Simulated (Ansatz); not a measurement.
Species: F₄Si, SMILES `F[Si](F)(F)F` (charge 0, multiplicity 1), formula F4Si.

**Question.** How many basis functions does frozen-core CCSD(T)/cc-pVTZ // B3LYP-D3(BJ)/def2-TZVP (Ansatz, an electronic-structure program) use, how many core orbitals are frozen, and how many electrons are correlated?

**Answer.** 154 basis functions and 9 frozen orbitals, which leaves 32 correlated electrons. Core time is of the order of seconds.
